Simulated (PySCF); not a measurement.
**Shapes and spin states of SF2**

All numbers come from BP86/[S def2-TZVP, F def2-TZVP], no relativity, density fitting, PySCF.

Relaxations began from a few typed shapes and spin states; open shells are unrestricted. The search is not exhaustive: other isomers or separated fragments can lie lower, and high-lying points may rest on an excited occupation.

Question: Which is the lowest minimum found?
A. triplet D∞h: S–F 1.704 Å (×2); F–S–F 180.0°
B. triplet C2v: S–F 1.703 Å (×2); F–S–F 167.1°
C. singlet C2v: S–F 1.622 Å (×2); F–S–F 99.5°

Answer: C. The others lie at 84.3 (triplet C2v), 84.9 (triplet D∞h, a saddle point) kJ/mol above it.

Counting electrons, sulfur keeps 4 of its valence electrons outside its bonds, so the VSEPR class is AX2E2 and the expected shape is bent (C2v), as computed.
